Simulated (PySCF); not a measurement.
A GIAO shielding run with PySCF 2.14 (density fitting, non-relativistic, gas phase) on `P(C)(C)(=O)O`, C$_{2}$H$_{7}$O$_{2}$P:

```
$ OMP_NUM_THREADS=1 python probes_run.py task.json out

{"job": {"kind": "nmr", "xc": "CAM-B3LYP", "basis": "pcSseg-2", "pop": false}, "charge": 0, "multiplicity": 1}
C      0.621394    -0.152825    -1.416685
P      0.421999     0.187271     0.344150
C     -1.055977    -0.699130     0.883781
O      1.635820    -0.045758     1.174833
O     -0.071525     1.747487     0.349023
H     -0.269995     0.142954    -1.987409
H      1.490542     0.417847    -1.773562
H      0.819657    -1.224536    -1.562309
H     -1.230571    -0.450721     1.940543
H     -1.935295    -0.407662     0.291997
H     -0.889204    -1.782437     0.799765
H      0.503209     2.243670     0.946758
```

Hardware: 1 thread of an Arm Neoverse V2, shared host.

(1) How large is the calculation?

(2) How long does it take, and how much memory does it need?

(3) And these other runs on the same molecule and hardware: GIAO shielding at B97-2/pcSseg-2; GIAO shielding at BHandHLYP/pcSseg-2; GIAO shielding at LC-wPBE/pcSseg-2; GIAO shielding at PBE0/6-311+G(2d,p); GIAO shielding at PBE0/6-31G; GIAO shielding at PBE0/6-31G*?

## Answers

(1) 50 electrons, 285 basis functions and 783 auxiliary functions.

(2) 39 s of wall time, with 13 SCF cycles and 5 response iterations; peak memory 1.3 GiB. Times on a shared host scatter by some tens of per cent.

(3) B97-2/pcSseg-2: 285 functions, 30 s; BHandHLYP/pcSseg-2: 285 functions, 29 s; LC-wPBE/pcSseg-2: 285 functions, 52 s; PBE0/6-311+G(2d,p): 185 functions, 15 s; PBE0/6-31G: 63 functions, 4.5 s; PBE0/6-31G*: 88 functions, 6 s.
